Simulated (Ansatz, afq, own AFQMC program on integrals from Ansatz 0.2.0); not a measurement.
Integrals from Ansatz 0.2.0, then the random walk in our own AFQMC program (afq).

```yaml
crystal:
  periodic: [false, false, false]
  atoms:
    - {symbol: Si, position_ang: [0.000000, 0.000000, 0.206742]}
    - {symbol: Ge, position_ang: [0.000000, 0.000000, -1.748885]}
    - {symbol: H, position_ang: [0.000000, 0.000000, 1.542143]}
basis:
  gaussian: {orbitals: cc-pVDZ}
magnetization: {spin_polarized: true, initial_magnetization: 1}
correlation: {method: ccsd_t, electrons: outside_noble_gas, hamiltonian_folder: ham}
```

```sh
$ ansatz run in.yaml --threads 1 --pin off --events-out ev --progress --plain --max-ram 1382MiB
```

afq runs on the folder ham with

```
--method free --trial cisd --walkers 60 --time-step 0.03 --max-blocks 80 --target-error 0.00036 --factor-cut 1e-05 --seed 6082 --times 0,0.3,0.6,1.2,1.8,2.4,3.6,4.8,6 --taylor-order 8
```

Times are imaginary, in 1/Eh. The walk had a cap of 678 s. Filled inner d shells are frozen with the cores.

Output of the walk:

```
orbitals 31  electrons 5 4  factors 236 of 558
reference energy -2364.72039571 Eh
CCSD correlation -0.17658173 Eh in 12 cycles, weight of the determinant in the CISD state 0.8565
repeat  energy at the last time / Eh  error
    10  -2364.907154  0.001353
    20  -2364.905621  0.000991
    30  -2364.905951  0.000849
    40  -2364.905808  0.000675
    50  -2364.905631  0.000799
    60  -2364.906344  0.000853
    70  -2364.906398  0.000763
    80  -2364.906522  0.000727
time / (1/Eh)  energy / Eh  error  mean overlap
  0.00  -2364.897123  0.000118  1.1690
  0.30  -2364.900746  0.000172  1.1750
  0.60  -2364.902438  0.000199  1.1928
  1.20  -2364.904803  0.000257  1.1932
  1.80  -2364.905916  0.000303  1.2000
  2.40  -2364.906082  0.000344  1.2130
  3.60  -2364.905961  0.000443  1.2610
  4.80  -2364.906678  0.000602  1.2683
  6.00  -2364.906522  0.000727  1.3113
energy -2364.906522 +/- 0.000727 Eh
```

The run passed its tests (error under three times the target), which doesn't prove that it has relaxed.

Against this walk (error 19.8 meV) on the same determinant: CCSD(T) 49.0 meV higher, CCSDT(Q) 4.0 meV lower (within the noise). The error is statistical, and a free projection of finite length keeps a remainder of its start.

Cautions: remainder of the start not in the error; error above the target (19.8 against 9.8 meV); no relativity below Rb; no spin-orbit coupling; inner d shell frozen; unrestricted determinant slightly spin contaminated (⟨S²⟩ 0.80 against 0.75).

The walk took 2.4 min on 1 thread of Arm Neoverse V2 (shared host). The log's last line is the free-projection energy.

CCSDT and higher add their correlation energy to the determinant of the CCSD(T) run, since their own runs factorise the integrals more tightly (a shift of under 2 meV). A walk keeps the symmetry of its determinant, which the program's search chose and which needn't be the lowest solution, so a lower state of the same spin and another symmetry isn't excluded.
